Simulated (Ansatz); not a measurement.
# H2SO (triplet): from Hartree-Fock to the top rungs at distance O1–H3 along a hydrogen transfer = 1.224 Å, cc-pVDZ

How much of the correlation energy of H2SO (triplet) does each wave-function method recover here?

Method: cc-pVDZ, core rule «outside noble gas», up to 6 orbitals frozen; program: Ansatz 0.2.0, Gaussian basis.

To be run: UHF; CCSD(T) on ROHF; CCSD(T) on UHF; BCCD(T) on ROHF; CISD; CCSDT(Q) on ROHF; CCSDT(Q) on UHF; CASSCF and MRCISD+Q, 4 electrons in 4 orbitals; CASSCF and NEVPT2, 4 electrons in 4 orbitals; CASSCF and MRCISD+Q, 14 electrons in 10 orbitals; CASSCF and NEVPT2, 14 electrons in 10 orbitals.

5 further runs of the same task are left out: 5 that didn't finish.

### Step 1. What is computed

The geometry derives from fragments relaxed apart (PBE0/def2-TZVP) and kept rigid, so it is no stationary point. A hydrogen atom is moved between rigid fragments.

4 atoms, charge 0, spin multiplicity 3.

Atoms are counted from 1 here; the program's logs count them from 0.

Bond lengths: O1–H2 0.960 Å, O1–H3 1.224 Å. Angles: H2–O1–H3 105.1°.

### Step 2. UHF

in.yaml reads:

```yaml
crystal:
  periodic: [false, false, false]
  atoms:
    - {symbol: O, position_ang: [-0.982673, -0.231644, 0.000000]}
    - {symbol: H, position_ang: [-1.231982, 0.694932, 0.000000]}
    - {symbol: H, position_ang: [0.241327, -0.231644, 0.000000]}
    - {symbol: S, position_ang: [1.973327, -0.231644, 0.000000]}
basis:
  gaussian: {orbitals: cc-pVDZ}
magnetization: {spin_polarized: true, initial_magnetization: 2}
hamiltonian: {xc: hf}
output: {orbitals: {seedname: orbitals}}
```

Command:

```sh
$ ansatz run in.yaml --threads 1 --pin off --events-out ev --progress --plain --max-ram 2393MiB
```

Further steps of the session: CCSD(T) on ROHF; CCSD(T) on UHF; BCCD(T) on ROHF; CISD; CCSDT(Q) on ROHF; CCSDT(Q) on UHF; CASSCF and MRCISD+Q, 4 electrons in 4 orbitals; CASSCF and NEVPT2, 4 electrons in 4 orbitals; CASSCF and MRCISD+Q, 14 electrons in 10 orbitals; CASSCF and NEVPT2, 14 electrons in 10 orbitals.

Q: Predict the results of all the runs planned. Wanted: UCCSDT(Q) below the RHF energy; RMP2 from UCCSDT(Q); UMP2 from UCCSDT(Q); RCCSD from UCCSDT(Q); RCCSD(T) from UCCSDT(Q); UCCSD(T) from UCCSDT(Q); RCCSDT(Q) from UCCSDT(Q); NEVPT2 pair from UCCSDT(Q); MRCISD+Q pair from UCCSDT(Q).

As calculated:

| quantity | value |
| --- | --- |
| UCCSDT(Q) below the RHF energy | -9.3167 eV |
| RMP2 from UCCSDT(Q) | +22.42 kcal/mol |
| UMP2 from UCCSDT(Q) | +25.69 kcal/mol |
| RCCSD from UCCSDT(Q) | +5.41 kcal/mol |
| RCCSD(T) from UCCSDT(Q) | +1.07 kcal/mol |
| UCCSD(T) from UCCSDT(Q) | +1.08 kcal/mol |
| RCCSDT(Q) from UCCSDT(Q) | -0.01 kcal/mol |
| NEVPT2 pair from UCCSDT(Q) | +20.92 kcal/mol |
| MRCISD+Q pair from UCCSDT(Q) | +2.52 kcal/mol |
| NEVPT2 valence from UCCSDT(Q) | +31.34 kcal/mol |
| levels within 1 kcal/mol (43 meV) | RCCSDT, UCCSDT, RCCSDT(Q) |
| T1 diagnostic | 0.053 |
| effectively unpaired electrons | 2.02 |

What this shows: RCCSD(T) misses by +1.07 kcal/mol, 0.5 % of the correlation energy. The occupations are near whole numbers, but T1 = 0.053 shows that the orbitals relax strongly. Of the multireference levels listed MRCISD+Q valence comes nearest in total energy (+1.17 kcal/mol), which doesn't show that its space is the better one. Coupled cluster took another determinant than the lowest Hartree-Fock one. These misses are within one basis, not against nature; the frozen cores of restricted and unrestricted runs differ, which can shift their rows.
